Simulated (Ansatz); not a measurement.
Mo3W: from a trial structure to a relaxed crystal

All numbers below come from Ansatz, DFT PBE, scalar-relativistic, plane waves, PAW.

The start puts Mo3W on the TiAl3 (D0_22) structure type (I4/mmm, No. 139), with W in place of Ti, Mo in place of Al, at a guessed volume.

The final relaxation ran on this input, with the default PAW datasets:

```yaml
crystal:
  lattice:
    - [-1.8778822454, 1.8778822454, 4.5956138602]
    - [1.8778822454, -1.8778822454, 4.5956138602]
    - [1.8778822454, 1.8778822454, -4.5956138602]
  atoms:
    - { symbol: Mo, position: [0.5, 0.5, 0.0] }
    - { symbol: Mo, position: [0.25, 0.75, 0.5] }
    - { symbol: Mo, position: [0.75, 0.25, 0.5] }
    - { symbol: W, position: [0.0, 0.0, 0.0] }
basis:
  ecutwfc: 420
kpoints:
  mp_grid: { grid: [18, 18, 18] }
hamiltonian:
  xc: pbe
scf:
  occupations: { method: gaussian, width: 0.1 }
output:
  forces: true
  stress: true
  eigenvalues: true
relax:
  adjacent_minimum: "off"
  f_tol: 0.01
  max_steps: 80
  cell: { stress_tol: 0.05 }
```

Launched as:

```bash
ansatz run input.yaml --threads 1 --pin off --max-ram 2560MiB --backend cpu --events-out ev --progress --plain --runs-dir out
```

It took 2.6 min on 1 thread of Intel(R) Xeon(R) 6975P-C (Granite Rapids), with other jobs on the host, peak memory 1 GiB.

The program printed at the end:

```
SCF converged after 8 iterations
Free energy (F): -25251.513674 eV
Harris-Foulkes:  -25251.513674 eV  (|F-HF|=3.64e-12)
Internal energy: -25251.497075 eV  (E = F + TS)
E sigma→0 (E₀):  -25251.505374 eV
Entropy (-TS):   -0.016599 eV (-4.150 meV/atom)
Fermi energy:    20.633506 eV
--- Per-component energies (eV) ---
  E_band       = -287.867528
  E_kinetic    = 1770.516329
  E_local      = -3075.815233  (includes V_loc(G=0)·N_el)
  E_nonlocal   = 429.835531
  E_hartree    = 1034.318231
  E_xc         = -816.202501
  E_vxc        = -924.241072  (∫ρ·V_xc dr)
  E_paw        = -18166.334463  (= ΣΔE_a)
  E_vpaw       = -556.799622  (= ΣTr[D̂ρ^β])
  E_aug_tail   = 0.000078  (compensation charges beyond the density's cutoff)
  E_ewald      = -6427.815046
  E_smearing   = -0.016599  (= −TS)
  E_closure    = 0.000000  (closes the sum)
  Σ components = -25251.513674   (vs F -25251.513674, Δ=0.00e0)
--- Forces (eV/Å), atoms counted from 1 ---
  atom   1  Mo     0.00000000     0.00000000     0.00000000
  atom   2  Mo     0.00000000     0.00000000     0.00000000
  atom   3  Mo     0.00000000     0.00000000     0.00000000
  atom   4  W      0.00000000     0.00000000     0.00000000
  max |Σ_I F_I| component: 1.42e-18 eV/Å
--- Stress (GPa, compression-positive) ---
        0.000316       0.000000       0.000000
        0.000000       0.000316       0.000000
        0.000000       0.000000       0.000266
  P = ⅓ Tr σ = 0.0003 GPa (0.003 kbar)
--- Relaxed structure (5 steps of the walk, 4 accepted, 1 SCFs on fresh bases) ---
  F+E_penalty+E_count = -25251.51367370 eV   max|allowed force component| = 4.303e-19 eV/Å   (the final SCF, on the basis selected at the relaxed cell)
  cell:  # Å, volume = 64.9147 Å³
    - [-1.872553, 1.872553, 4.628227]
    - [1.872553, -1.872553, 4.628227]
    - [1.872553, 1.872553, -4.628227]
  atoms:
    - { symbol: Mo, position: [0.5, 0.5, 0.000000] }
    - { symbol: Mo, position: [0.250000, 0.75, 0.5] }
    - { symbol: Mo, position: [0.75, 0.250000, 0.5] }
    - { symbol: W, position: [0.000000, 0.000000, 0.000000] }
```

Total energies depend on the potentials used, so only differences within one code and one set of settings carry meaning.

The result has space group I4/mmm (No. 139). Mo on Wyckoff site b (1 atom of the primitive cell) has 4 W at 2.65 Å and 8 Mo at 2.98 Å; Mo on Wyckoff site d (2 atoms of the primitive cell) is coordinated by 4 Mo at 2.65 Å, 4 Mo at 2.98 Å and 4 W at 2.98 Å; W has 4 Mo at 2.65 Å and 8 Mo at 2.98 Å.

Against the elements it lies at 0.35 eV/atom. The zero of energy is the elements' standard structures at the same level; no fitted shifts are applied.

The k mesh leaves about 4 meV/atom of noise in metals. Spin–orbit coupling is left out.

Symmetry constrained the relaxation, so the result can be a saddle point.